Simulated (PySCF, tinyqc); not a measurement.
Worked calculation: CIS and TDHF on RHF in the sto-3g basis, frozen core, for CH2, spin multiplicity 1. The lowest restricted solution is unstable here: a spin-polarised one lies 0.0371 hartree lower (PySCF). One step of it, computed by the program tinyqc.

Task: CIS matrix, singlets. A(ia,jb) = (e_a - e_i) d_ij d_ab + 2 (ia|jb) - (ij|ab).

orbital energies (hartree): [-10.999574, -0.869699, -0.557143, -0.302243, 0.223543, 0.771730, 0.807135]

Two-electron integrals over orbitals (pq|rs), unique and non-zero (hartree); the lowest 1 orbital is frozen and left out:
```
(22|22) 0.569417    (32|32) 0.149485    (33|22) 0.537258    (33|33) 0.547913
(42|22) 0.038704    (42|33) 0.021853    (42|42) 0.066720    (43|32) 0.013678
(43|43) 0.030210    (44|22) 0.497920    (44|33) 0.480816    (44|42) -0.076409
(44|44) 0.690781    (52|52) 0.087701    (53|53) 0.021923    (54|52) -0.039020
(54|54) 0.054648    (55|22) 0.548068    (55|33) 0.501577    (55|42) -0.034771
(55|44) 0.590162    (55|55) 0.672833    (62|22) 0.080388    (62|33) 0.030079
(62|42) 0.000409    (62|44) 0.080859    (62|55) 0.124607    (62|62) 0.098675
(63|32) -0.068090   (63|43) -0.021276   (63|63) 0.078736    (64|22) 0.028488
(64|33) 0.006659    (64|42) -0.001424   (64|44) 0.050195    (64|55) 0.038479
(64|62) 0.042216    (64|64) 0.026865    (65|52) 0.059211    (65|54) -0.017945
(65|65) 0.048921    (66|22) 0.561544    (66|33) 0.534710    (66|42) 0.057482
(66|44) 0.464350    (66|55) 0.519739    (66|62) 0.062447    (66|64) 0.021878
(66|66) 0.594884    (72|32) -0.011474   (72|43) -0.031047   (72|63) 0.048058
(72|72) 0.052000    (73|22) 0.038588    (73|33) 0.027123    (73|42) -0.055421
(73|44) 0.125877    (73|55) 0.116596    (73|62) 0.072359    (73|64) 0.032646
(73|66) 0.000022    (73|73) 0.116830    (74|32) -0.071495   (74|43) 0.016839
(74|63) 0.033323    (74|72) -0.007738   (74|74) 0.063943    (75|53) 0.018268
(75|75) 0.021406    (76|32) 0.113960    (76|43) 0.024957    (76|63) -0.074583
(76|72) -0.032807   (76|74) -0.049934   (76|76) 0.111753    (77|22) 0.531782
(77|33) 0.541469    (77|42) -0.006477   (77|44) 0.538421    (77|55) 0.535158
(77|62) 0.041983    (77|64) 0.011768    (77|66) 0.534318    (77|73) 0.059507
(77|77) 0.575575
```

Give: CIS matrix A, singlet.

Result:

CIS matrix A, singlet (hartree), order 2>5, 2>6, 2>7, 3>5, 3>6, 3>7, 4>5, 4>6, 4>7:
```
[[0.7206, 0.0000, 0.0000, 0.0000, 0.0000, 0.0000, -0.0433, 0.0000, 0.0000],
 [0.0000, 1.2772, 0.0000, 0.0000, 0.0000, 0.0308, 0.0000, 0.0269, 0.0000],
 [0.0000, 0.0000, 1.2491, 0.0000, -0.0178, 0.0000, 0.0000, 0.0000, -0.0090],
 [0.0000, 0.0000, 0.0000, 0.3230, 0.0000, 0.0000, 0.0000, 0.0000, 0.0000],
 [0.0000, 0.0000, -0.0178, 0.0000, 0.9516, 0.0000, 0.0000, 0.0000, 0.0417],
 [0.0000, 0.0308, 0.0000, 0.0000, 0.0000, 1.0565, 0.0000, 0.0403, 0.0000],
 [-0.0433, 0.0000, 0.0000, 0.0000, 0.0000, 0.0000, 0.0449, 0.0000, 0.0000],
 [0.0000, 0.0269, 0.0000, 0.0000, 0.0000, 0.0403, 0.0000, 0.6634, 0.0000],
 [0.0000, 0.0000, -0.0090, 0.0000, 0.0417, 0.0000, 0.0000, 0.0000, 0.6988]]
```
